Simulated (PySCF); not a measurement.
Screening by computed properties: pick the candidate that meets the target.

Each SMILES stands for a single optimised conformer of the isolated species, non-relativistic unless stated; the electronic structure was computed with PySCF and density fitting.

The conformers computed, where there is a choice (atom-mapped SMILES and torsion angles):
- `[CH3:1][CH:2]([CH3:3])[O:4][c:5]1[cH:6][n:7][s:8][n:9]1`: C1–C2–O4–C5 -78°, C2–O4–C5–C6 180°
- `[CH3:1][O:2][CH:3]1[C:4]([CH3:5])=[C:6]1[CH3:7]`: C1–O2–C3–C4 145°
- `[CH3:1][O:2]/[CH:3]=[CH:4]/[CH:5]1[CH2:6][CH2:7]1`: C1–O2–C3–C4 0°, C3–C4–C5–C6 71°
- `[CH3:1][O:2]/[CH:3]=[C:4](/[C:5]#[N:6])[O:7]/[CH:8]=[CH:9]/[F:10]`: C1–O2–C3–C4 2°, C3–C4–O7–C8 -165°, C4–O7–C8–C9 -177°
- `[CH2:1]=[CH:2][CH2:3][C:4]1([OH:5])[CH2:6][CH2:7]1`: C1–C2–C3–C4 -109°, C2–C3–C4–O5 68°, H–O5–C4–C3 -55°

The conformers of `N#C[C@@H]1CC[C@H]2O[C@H]2C1` and `O=C1CCPCC1` aren't listed.

(1) Wanted: lowest triplet excitation (Tamm–Dancoff) between 5 eV and 6 eV (TDA PBE0/def2-SVPD) and HOMO–LUMO gap above 6.7 eV (PBE0/def2-SVPD), at GFN2-xTB geometries. Which candidate meets both?
A. `COC1C(C)=C1C` (C6H10O)
B. `CO/C=C(/C#N)O/C=C/F` (C6H6FNO2)
C. `CO/C=C/C1CC1` (C6H10O)
D. `CPC` (C2H7P)
E. `N#C[C@@H]1CC[C@H]2O[C@H]2C1` (C7H9NO)
F. `CC(C)OC1=NSN=C1` (C5H8N2OS)
G. `O=C1CCPCC1` (C5H9OP)

(2) Wanted: lowest singlet excitation below 5.6 eV (TDDFT PBE0/def2-SVPD) and electronic spatial extent ⟨r²⟩ about the centre of nuclear charge above 1700 bohr² (PBE0/def2-SVPD), at GFN2-xTB geometries. Which candidate meets both?
A. `C=CCC1(O)CC1` (C6H10O)
B. `CPC` (C2H7P)
C. `CO/C=C(/C#N)O/C=C/F` (C6H6FNO2)
D. `CC(Oc1nsnc1)C` (C5H8N2OS)

(3) Wanted: dipole moment below 1.4 D (PBE0/def2-SVPD) and HOMO energy below -6.5 eV (PBE0/def2-SVPD), at GFN2-xTB geometries. Which candidate meets both?
A. `CC(C)Oc1cnsn1` (C5H8N2OS)
B. `CO/C=C/C1CC1` (C6H10O)
C. `CO/C=C(/C#N)O/C=C/F` (C6H6FNO2)
D. `C=CCC1(CC1)O` (C6H10O)
E. `CPC` (C2H7P)

(4) Wanted: smallest rotational constant between 1.5 GHz and 4 GHz (GFN2-xTB) and static isotropic polarisability below 80 au (PBE0/def2-SVPD), at GFN2-xTB geometries. Which candidate meets both?
A. `CO/C=C(/C#N)O/C=C/F` (C6H6FNO2)
B. `CPC` (C2H7P)
C. `COC1C(C)=C1C` (C6H10O)
D. `CC(C)OC1=NSN=C1` (C5H8N2OS)
E. `C=CCC1(O)CC1` (C6H10O)

Results:

(1) D. Computed values:
| species | lowest triplet excitation (Tamm–Dancoff) | HOMO–LUMO gap |
| --- | --- | --- |
| CO/C=C(/C#N)O/C=C/F (C6H6FNO2) | 3.30 eV | 5.53 eV |
| CC(C)OC1=NSN=C1 (C5H8N2OS) | 3.54 eV | 5.76 eV |
| O=C1CCPCC1 (C5H9OP) | 3.70 eV | 6.39 eV |
| CO/C=C/C1CC1 (C6H10O) | 4.20 eV | 7.00 eV |
| COC1C(C)=C1C (C6H10O) | 4.64 eV | 7.54 eV |
| CPC (C2H7P) | 5.25 eV | 7.30 eV |
| N#C[C@@H]1CC[C@H]2O[C@H]2C1 (C7H9NO) | 6.46 eV | 8.46 eV |

(2) C. Computed values:
```csv
species,lowest singlet excitation,electronic spatial extent ⟨r²⟩ about the centre of nuclear charge
CO/C=C(/C#N)O/C=C/F (C6H6FNO2),4.81 eV,1844 bohr²
CC(Oc1nsnc1)C (C5H8N2OS),5.07 eV,1594 bohr²
CPC (C2H7P),6.17 eV,290 bohr²
C=CCC1(O)CC1 (C6H10O),6.27 eV,845 bohr²
```

(3) E. Computed values:
```csv
species,dipole moment,HOMO energy
CO/C=C/C1CC1 (C6H10O),0.93 D,-6.41 eV
CPC (C2H7P),1.31 D,-6.76 eV
C=CCC1(CC1)O (C6H10O),1.54 D,-7.31 eV
CC(C)Oc1cnsn1 (C5H8N2OS),2.28 D,-7.08 eV
CO/C=C(/C#N)O/C=C/F (C6H6FNO2),4.56 D,-6.62 eV
```

(4) E. Computed values:
```csv
species,smallest rotational constant,static isotropic polarisability
CO/C=C(/C#N)O/C=C/F (C6H6FNO2),0.552 GHz,90.5 au
CC(C)OC1=NSN=C1 (C5H8N2OS),0.721 GHz,93.5 au
COC1C(C)=C1C (C6H10O),1.373 GHz,76.8 au
C=CCC1(O)CC1 (C6H10O),1.576 GHz,75.2 au
CPC (C2H7P),5.460 GHz,52.9 au
```
